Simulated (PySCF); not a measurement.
**CH₃, SMILES `[CH3]` (charge 0, multiplicity 2)**

Method: r2SCAN-D4/def2-TZVP (PySCF).

```json
{
 "highest_occupied_spin_orbital": "-5.88 eV",
 "dipole_moment": "0.00 D",
 "total_energy": "-39.8281 Ha",
 "cost": "very roughly 50 core-seconds"
}
```

```xyz
4

C      0.0000     0.0000     0.0000
H      1.0290    -0.3274    -0.0028
H     -0.7981    -0.7274    -0.0005
H     -0.2309     1.0548     0.0033
```
Charge 0, spin multiplicity 2.
